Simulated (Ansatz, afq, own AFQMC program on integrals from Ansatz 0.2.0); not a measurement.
Two steps: Ansatz 0.2.0 writes the Fock matrix and Cholesky factors of the valence space, and afq projects on them the lowest state that overlaps trial and start.

```yaml
crystal:
  periodic: [false, false, false]
  atoms:
    - {symbol: Ni, position_ang: [0.000000, 0.000000, 0.000000]}
    - {symbol: Ge, position_ang: [0.000000, 0.000000, 2.356800]}
basis:
  gaussian: {orbitals: def2-TZVP}
total_charge: 1
magnetization: {spin_polarized: true, initial_magnetization: 5}
correlation: {method: ccsd_t, electrons: outside_noble_gas, hamiltonian_folder: ham}
```

```sh
$ ansatz run in.yaml --threads 1 --pin off --events-out ev --progress --plain --max-ram 16896MiB --backend cuda --devices 0, --max-vram 18GiB
```

afq runs on the folder ham with

```
--method phaseless --trial cisd --walkers 2900 --populations 20 --least-time 60 --time-step 0.005 --steps-per-block 50 --equilibration-blocks 40 --max-blocks 4000 --target-error 0.00021 --factor-cut 1e-05 --start spin_pure --seed 9910 --release-times 0.24,0.6,1.2,1.8,2.6 --release-step 0.04 --release-every 3 --taylor-order 6
```

Times are imaginary, in 1/Eh. The walk had a cap of 340 s. With eight or more populations the least sampling time is a fifth of least-time, and the error comes from their spread. Filled inner d shells are frozen with the cores.

Output of the walk:

```
orbitals 70  electrons 9 4  factors 584 of 761
reference energy -3581.91292627 Eh
CCSD correlation -0.29923825 Eh in 17 cycles, weight of the determinant in the CISD state 0.8873
energy of the start -3582.210410 Eh
 block  time / (1/Eh)  mean weight  energy / Eh
     1     0.250  1.0008  -3582.210785
     2     0.500  0.9998  -3582.213686
     3     0.750  1.0001  -3582.215101
     4     1.000  0.9998  -3582.216860
     5     1.250  1.0000  -3582.216888
     8     2.000  1.0002  -3582.220087
    11     2.750  0.9998  -3582.220533
    17     4.250  0.9996  -3582.221819
    23     5.750  0.9997  -3582.221774
    29     7.250  1.0003  -3582.222217
    35     8.750  1.0002  -3582.220039
    41    10.250  1.0002  -3582.221911
    47    11.750  0.9999  -3582.220234
    49    12.250  1.0001  -3582.222548
    53    13.250  0.9990  -3582.220864
    59    14.750  0.9998  -3582.220147
    65    16.250  0.9999  -3582.219313
    71    17.750  1.0008  -3582.221110
    77    19.250  1.0009  -3582.222006
    83    20.750  0.9997  -3582.220845
    89    22.250  0.9999  -3582.220143
    95    23.750  0.9998  -3582.218926
    99    24.750  1.0006  -3582.220547
error from the spread of 20 populations
released: time / (1/Eh)  energy / Eh  error  mean overlap
  0.24  -3582.221176  0.000157  0.9995
  0.60  -3582.221340  0.000154  0.9961
  1.20  -3582.218009  0.003399  0.9941
  1.80  -3582.221059  0.000283  0.9997
  2.60  -3582.222020  0.000366  0.9874
energy -3582.220758 +/- 0.000132 Eh
(rows thinned)
```

The run passed its tests (sampling time, drift between the halves within three errors, error under three times the target), which doesn't prove that it has relaxed. The second half of the sampling lies above the first by 2.4 errors of their difference, so the energy may still be moving and its error bar be too small.

Against this walk (error 3.6 meV) on the same determinant: CCSD(T) 1.3 meV lower (within the noise), CCSDT(Q) 41.2 meV lower. The error is statistical and leaves out the bias of the constraint. None of these is a sure reference here. The released energies have errors that jump between times, so the bars are unsure (meV from the phaseless value at times in 1/Eh: -11 ± 4 at 0.24, -16 ± 4 at 0.60, 75 ± 92 at 1.20, -8 ± 8 at 1.80, -34 ± 10 at 2.60), so they give no level.

Cautions: constraint bias not in the error; no relativity below Rb; no spin-orbit coupling; outer-core shells of the metal frozen; inner d shell frozen; another spin lies lower.

The walk took 4.2 min on 1 × NVIDIA H100 80GB HBM3 with 2 threads of AMD EPYC 7R13 Processor (Zen 3) (shared host) (the card was shared). The log's last line is the phaseless energy.

CCSDT and higher add their correlation energy to the determinant of the CCSD(T) run, since their own runs factorise the integrals more tightly (a shift of under 2 meV). A walk keeps the symmetry of its determinant, which the program's search chose and which needn't be the lowest solution, so a lower state of the same spin and another symmetry isn't excluded.
